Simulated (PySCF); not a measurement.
# How methods differ on the ionisation energy of O

O [He] 2s2 2p4 (3P) → O⁺ [He] 2s2 2p3 (4S), as a difference of total energies. Calculation: PySCF 2.14, in 6-31G* (3s2p1d, 14 functions); no relativity, point nucleus. Correlated levels: valence: 1s2 frozen. The calculations carry no spin-orbit coupling.

```json
{"method": "UHF", "ionisation energy (eV)": "12.030", "error (eV)": "-1.578"}
{"method": "r2SCAN", "ionisation energy (eV)": "13.630", "error (eV)": "+0.022"}
{"method": "PBE0", "ionisation energy (eV)": "13.739", "error (eV)": "+0.131"}
{"method": "MP2 (valence)", "ionisation energy (eV)": "12.965", "error (eV)": "-0.643"}
{"method": "SCS-MP2 (valence)", "ionisation energy (eV)": "12.965", "error (eV)": "-0.643"}
{"method": "CCSD (valence)", "ionisation energy (eV)": "12.973", "error (eV)": "-0.635"}
{"method": "CCSD(T) (valence)", "ionisation energy (eV)": "12.981", "error (eV)": "-0.627"}
```

Reference: 13.608 eV (measured; NIST levels, between the centres of gravity of the two terms).

Errors of the correlated levels include the incompleteness of this basis and the frozen core.
